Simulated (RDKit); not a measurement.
RDKit input (MMFF94):

```python
from rdkit import Chem
from rdkit.Chem import AllChem, rdDetermineBonds

mol = Chem.MolFromXYZFile('mol.xyz')
rdDetermineBonds.DetermineBonds(mol, charge=-1)
print('SMILES', Chem.MolToSmiles(Chem.RemoveHs(mol)))
ff = AllChem.MMFFGetMoleculeForceField(mol, AllChem.MMFFGetMoleculeProperties(mol))
e0 = ff.CalcEnergy()
flag = ff.Minimize(maxIts=5000, forceTol=1e-5)
print(f'energy {e0:.4f} -> {ff.CalcEnergy():.4f} kcal/mol, converged: {flag == 0}')
print(Chem.MolToXYZBlock(mol))
```
mol.xyz:
```
5

C     -0.02414292     1.12315603     0.01877293
S      0.01525850    -0.70984264    -0.01186463
H     -1.05021111     1.51794223     0.00835545
H      0.46073541     1.53526110     0.91534586
H      0.49019726     1.56534275    -0.84650488
```

From the last part of the output:

```
SMILES C[S-]
energy 0.7183 -> 0.6827 kcal/mol, converged: True
5

C     -0.024012    1.117068    0.018671
S      0.015234   -0.708712   -0.011846
H     -1.043452    1.519739    0.008499
H      0.457401    1.536942    0.909431
H      0.486666    1.566823   -0.840651
```

The dipole moment of an ion depends on the origin.
